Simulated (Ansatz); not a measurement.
Which method gave which barrier?

Saddle point of C₂H₈Si, singlet (C₂H₈Si (CC[SiH3]) → C₂H₄ (C=C) + SiH₄; bonds formed: Si1–H4; bonds broken: Si1–C2, C3–H4), PBE0-D4/def2-TZVP structure:

```xyz
11
angstrom
Si 0.3527 1.1723 0.1526
C 0.1858 -0.9693 0.5879
C -0.5737 -0.8652 -0.5815
H -0.5677 0.6763 -1.0650
H 0.8974 2.5383 0.5311
H -0.8877 1.2159 0.9880
H 1.5347 0.6989 -0.6331
H -0.3182 -1.0584 1.5407
H 1.1849 -1.3805 0.5357
H -1.6566 -0.8531 -0.5252
H -0.1516 -1.1750 -1.5311
```

Ansatz 0.2.0; basis: def2-TZVPP, with def2-QZVPP for the basis limit; cores frozen in the correlated methods. Extrapolation: Hartree–Fock as exp(−7.88 √X), correlation as X^−2.97. Four methods, as single points on the PBE0-D4 structures, gave these electronic barriers from the start structure: 308.0, 334.2, 370.9, 417.3 kJ/mol.

Problem. The methods were, in alphabetical order, BHLYP-D4, HF, PBE-D4, PBE0-D4. Which gave which? (A judgement: the text doesn't fix the answer.)

Solution. Computed: PBE-D4 308.0; PBE0-D4 334.2; BHLYP-D4 370.9; HF 417.3 kJ/mol. For comparison, CCSD(T) at an estimated basis limit (MP2 extrapolated from triple and quadruple zeta, plus CCSD(T) − MP2 in triple zeta) gives 348.7 kJ/mol.

The T1 diagnostic stays at or below 0.017.

For scale, one of the runs: CCSD(T)/def2-TZVPP, 216 basis functions, launched by `ansatz run in.yaml --threads 2 --pin off --events-out ev --progress --plain --max-ram 4352MiB`. The run took 24 s on 2 CPU threads of an Intel Xeon 6975P-C (shared host), with 3.3 GiB of host memory at its peak.
